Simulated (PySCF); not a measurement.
How well do the runs reproduce experiment for CH3NO?

**The experiment to reproduce.**

NIST CCCBDB Release 22 (SRD 101), experimental dipoles lists, for the gas: dipole moment (microwave Stark effect, vibrational ground state) 2.32 D.

The results are set against them at the end.

Species: CH3NO.
Atom-mapped SMILES: `[CH3:1][N:2]=[O:3]` (hydrogens: H4, H5, H6 on C1)

Geometry (GFN2-xTB, Å), atoms numbered from 1 in this order:
```
atom  x, y, z in Å
C1    -0.419    0.043    0.022
N2     0.870   -0.587    0.126
O3     1.831    0.067   -0.212
H4    -0.861    0.013    1.019
H5    -1.032   -0.599   -0.612
H6    -0.386    1.065   -0.365
```

The PySCF runs (gas phase, on this GFN2-xTB geometry; no spin–orbit coupling):

```csv
level,job,basis functions,wall time
CAM-B3LYP/def2-SVPD,"8 singlets by full TDDFT, 3 Tamm–Dancoff triplets, polarisability",87,2.9 s
```

Hardware: Arm Neoverse V2, one thread, no GPU, shared host.

## Comparison

**Dipole moment.** Measured: 2.32 D (NIST CCCBDB Release 22 (SRD 101), experimental dipoles).

```tsv
level	computed (D)	computed − measured (D)	% (from the printed values)
CAM-B3LYP/def2-SVPD	2.74	+0.42	+18
```

The computed dipoles belong to one fixed geometry; measured ones are averaged over vibrations unless marked μe. Magnitudes are compared, not signs.

The geometry is computed, not the measured one. Where a level misses, the cause wasn't examined.
